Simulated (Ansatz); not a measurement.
## How methods differ on BSiH3 (SMILES B[SiH])

The species is BSiH3 (5 atoms), meant as a triplet with charge 0. SMILES: `B[SiH]`. Geometry: relaxed at GFN2-xTB.

```xyz
5

B    -0.2067   -0.7082    0.1267
Si    0.7608    0.8295   -0.3504
H    -1.3037   -0.6208    0.5495
H     0.2636   -1.7797    0.0100
H     0.4860    2.2792   -0.3358
```

Each level gives the energy change with the B1–H3 bond stretched from 1.179 to 1.768 Å (eV). The values are calculated.

```csv
level,kind,program,value (eV),less FCI/STO-3G
UHF/STO-3G,Hartree–Fock,Ansatz,3.05,+0.75
USVWN5/STO-3G,LDA,Ansatz,2.38,+0.08
U-revPBE/STO-3G,GGA,Ansatz,2.25,-0.05
UBLYP/STO-3G,GGA,Ansatz,2.21,-0.09
U-r2SCAN0/STO-3G,hybrid meta-GGA,Ansatz,2.67,+0.37
UCAM-B3LYP/STO-3G,range-separated hybrid,Ansatz,2.61,+0.31
UB2PLYP/STO-3G,double hybrid,Ansatz,2.57,+0.27
UMP2/STO-3G,perturbation theory,Ansatz,2.83,+0.53
UCCSDTQ/STO-3G,coupled cluster or CI,Ansatz,2.30,0.00
FCI/STO-3G,exact in the basis,Ansatz,2.30,0.00
```

FCI/STO-3G is exact within its basis and frozen core, so for wave-function methods in that basis the difference is their error; functionals converge differently with the basis, so for them it is only a difference. The first shape isn't each level's own minimum. The values span 2.21 to 3.05 eV. Spin contamination of the reference (⟨S²⟩ at least 0.1 too high) touches UHF/STO-3G, UMP2/STO-3G, UCCSDTQ/STO-3G. All rows use very small basis sets, so none should be taken for the real molecule's value.
